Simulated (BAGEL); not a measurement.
# [SF3]+ (SMILES F[S+](F)F): HF/6-311+G(d,p) (density fitting with cc-pvqz-jkfit)

Aim: the vertical electron affinity of [SF3]+ at HF/6-311+G** (density fitting with cc-pvqz-jkfit), from 2 runs. 

The calculation is run with BAGEL 1.2.2.

### Step 1. The molecule

[SF3]+: 4 atoms, total charge +1, spin state singlet. SMILES: `F[S+](F)F`. The shape is that of a PBE0-D4/def2-TZVP optimisation.

Bond lengths: F1–S2 1.503 Å, S2–F3 1.503 Å, S2–F4 1.503 Å. Angles: F1–S2–F3 99.6°, F1–S2–F4 99.6°, F3–S2–F4 99.6°.

### Step 2. A single-point energy at HF/6-311+G(d,p) (density fitting with cc-pvqz-jkfit)

The input, calc.json:

```json
{ "bagel": [

{
  "title": "molecule",
  "basis": "6-311+gss.json",
  "df_basis": "cc-pvqz-jkfit",
  "angstrom": true,
  "geometry": [
    { "atom": "F", "xyz": [       0.623020,       0.191030,       1.167760 ] },
    { "atom": "S", "xyz": [       0.432770,      -0.058560,      -0.301740 ] },
    { "atom": "F", "xyz": [      -0.545420,      -1.197460,      -0.238600 ] },
    { "atom": "F", "xyz": [      -0.510370,       1.064990,      -0.627420 ] }
  ]
},

{
  "title": "hf",
  "charge": 1
},

{
  "title": "print",
  "file": "orbitals.molden",
  "orbitals": true
}

]}
```

The basis set 6-311+G** is read from a file made from the Basis Set Exchange's data (not shown).

Command:

```console
$ BAGEL_NUM_THREADS=1 BAGEL calc.json > calc.out
```

The program printed:

```text
* using 1 threads per process

  ===============================================================
  ===============================================================

  *** Geometry ***

  { "atom" : "F", "xyz" : [      1.177337,      0.360994,      2.206747 ] },
  { "atom" : "S", "xyz" : [      0.817817,     -0.110662,     -0.570206 ] },
  { "atom" : "F", "xyz" : [     -1.030694,     -2.262871,     -0.450889 ] },
  { "atom" : "F", "xyz" : [     -0.964460,      2.012539,     -1.185652 ] },

  Number of auxiliary basis functions:      466

  Since a DF basis is specified, we compute 2- and 3-index integrals:
    o Being stored without compression. Storage requirement is 0.034 GB

  Number of basis functions:       96
  Number of electrons      :       43

    * METHOD: MOLECULE                             0.25

  *** RHF ***

  === Nuclear Repulsion ===
   208.1441922264

      * DIIS with orbital gradients will be used.

  === RHF iteration (6-311+gss.json) ===
      0       -695.08688387          0.03499760           0.09
      1       -695.30357716          0.02698698           0.08
      2       -695.49084346          0.00176357           0.08
      3       -695.49415058          0.00052264           0.08
      4       -695.49449552          0.00014840           0.13
      5       -695.49452484          0.00002386           0.08
      6       -695.49452537          0.00000611           0.07
      7       -695.49452540          0.00000202           0.07
      8       -695.49452540          0.00000067           0.07
      9       -695.49452540          0.00000017           0.07
     10       -695.49452540          0.00000006           0.07
     11       -695.49452540          0.00000002           0.07
     12       -695.49452540          0.00000001           0.07
    * SCF iteration converged.

    * Permanent dipole moment:
           (   -0.769132,     0.104075,     0.536251) a.u.

    * METHOD: HF                                   1.21

    * METHOD: PRINT                                0.04

  ===============================================================
```

It took 2 s on 1 thread of AMD EPYC 7R43 (Zen 3), shared host; peak memory 0.11 GiB.

### Step 3. Doublet neutral SF3

The input, input.json:

```json
{ "bagel" : [

{
  "title" : "molecule",
  "basis" : "6-311+gss.json",
  "df_basis" : "cc-pvqz-jkfit",
  "angstrom" : true,
  "geometry" : [
    { "atom" : "F", "xyz" : [       0.623020,       0.191030,       1.167760 ] },
    { "atom" : "S", "xyz" : [       0.432770,      -0.058560,      -0.301740 ] },
    { "atom" : "F", "xyz" : [      -0.545420,      -1.197460,      -0.238600 ] },
    { "atom" : "F", "xyz" : [      -0.510370,       1.064990,      -0.627420 ] }
  ]
},

{ "title" : "uhf", "nopen" : 1 },

{ "title" : "print", "file" : "orbitals.molden", "orbitals" : true }

]}
```

The basis set 6-311+G** is read from a file made from the Basis Set Exchange's data (not shown).

Command:

```console
$ BAGEL_NUM_THREADS=1 BAGEL input.json > input.out
```

The program printed:

```text
* using 1 threads per process

  ===============================================================
  ===============================================================

  *** Geometry ***

  { "atom" : "F", "xyz" : [      1.177337,      0.360994,      2.206747 ] },
  { "atom" : "S", "xyz" : [      0.817817,     -0.110662,     -0.570206 ] },
  { "atom" : "F", "xyz" : [     -1.030694,     -2.262871,     -0.450889 ] },
  { "atom" : "F", "xyz" : [     -0.964460,      2.012539,     -1.185652 ] },

  Number of auxiliary basis functions:      466

  Since a DF basis is specified, we compute 2- and 3-index integrals:
    o Being stored without compression. Storage requirement is 0.034 GB

  Number of basis functions:       96
  Number of electrons      :       43

    * METHOD: MOLECULE                             0.26

  *** Open-shell HF ***

  === Nuclear Repulsion ===
   208.1441922264

      * DIIS with orbital gradients will be used.

  === UHF iteration (6-311+gss.json) ===
      0       -695.33703933          0.06730781           0.17
      1       -695.55741919          0.04813791           0.16
      2       -695.65091598          0.03021409           0.17
      3       -695.71327053          0.00121636           0.16
      4       -695.71399806          0.00036212           0.16
      5       -695.71414717          0.00009307           0.16
      6       -695.71420231          0.00003986           0.16
      7       -695.71422448          0.00002459           0.16
      8       -695.71423907          0.00001785           0.16
      9       -695.71425128          0.00001249           0.16
     10       -695.71425820          0.00000797           0.16
     11       -695.71425879          0.00000724           0.16
     12       -695.71425899          0.00000693           0.16
     13       -695.71425923          0.00000670           0.15
     14       -695.71425965          0.00000631           0.16
     15       -695.71426061          0.00000527           0.15
     16       -695.71426186          0.00000335           0.15
     17       -695.71426233          0.00000186           0.17
     18       -695.71426241          0.00000070           0.15
     19       -695.71426242          0.00000034           0.16
     20       -695.71426242          0.00000016           0.15
     21       -695.71426242          0.00000009           0.16
     22       -695.71426242          0.00000007           0.16
     23       -695.71426242          0.00000005           0.16
     24       -695.71426242          0.00000003           0.16
     25       -695.71426242          0.00000002           0.16
     26       -695.71426242          0.00000001           0.16
     27       -695.71426242          0.00000001           0.17
    * SCF iteration converged.

    * S^2 (UHF) is 0.7723

    * Permanent dipole moment:
           (   -0.092040,     0.085603,    -0.008071) a.u.

    * METHOD: UHF                                  4.64

    * METHOD: PRINT                                0.04

  ===============================================================
```

Run time: 5.7 s. Hardware: 1 thread of AMD EPYC 7R43 (Zen 3), shared host; peak memory 0.11 GiB.

### Step 4. Results

At HF/6-311+G** (density fitting with cc-pvqz-jkfit):

| quantity | value |
| --- | --- |
| singlet [SF3]+: total energy | -695.49453 Eh |
| singlet [SF3]+: HOMO energy | -23.57 eV |
| singlet [SF3]+: LUMO energy | -5.04 eV |
| singlet [SF3]+: HOMO–LUMO gap | 18.53 eV |
| doublet neutral SF3: total energy | -695.71426 Eh |
| doublet neutral SF3: dipole moment | 0.32 D |
| doublet neutral SF3: ⟨S²⟩ | 0.772 |
| vertical electron affinity (to the doublet neutral) | 5.979 eV |

What this shows: At fixed nuclei the extra electron is bound by 5.98 eV (577 kJ/mol).
